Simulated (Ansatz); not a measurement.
Isomers of Al$_{3}$H$_{2}$ (doublet), relaxed with B3LYP-D4/def2-TZVP; total energies from Ansatz at PBE0-D4/def2-TZVP.

```json
{"isomer": "A", "description": "point group Cs; 2 × Al–Al 2.66 Å; 2 × Al–H 1.74 Å", "energy (Eh)": "-728.08898"}
{"isomer": "B", "description": "point group C2v; 3 × Al–Al 2.50 to 2.78 Å; 2 × Al–H 1.60 Å", "energy (Eh)": "-728.10386"}
```

The isomers come from a short search, and lower ones may exist.

Task: Work out the relative energies (1 Eh = 2625.5 kJ/mol) and the Boltzmann populations at 500 K from electronic energies alone (R = 8.314 J/mol/K).

Result: ΔE: A 39.1, B 0.0 kJ/mol. RT = 4.16 kJ/mol. Factors exp(−ΔE/RT): A 8.28e-05, B 1; sum 1.000. Populations: A 0.0 %, B 100.0 %. Zero-point energy, vibrational entropy and symmetry numbers are left out and can shift these; an error of 4 kJ/mol changes a ratio by a factor of 2.6. Over the other density-functional and correlated levels in def2 sets, the gap between B and A ranges from 30 to 50 kJ/mol.
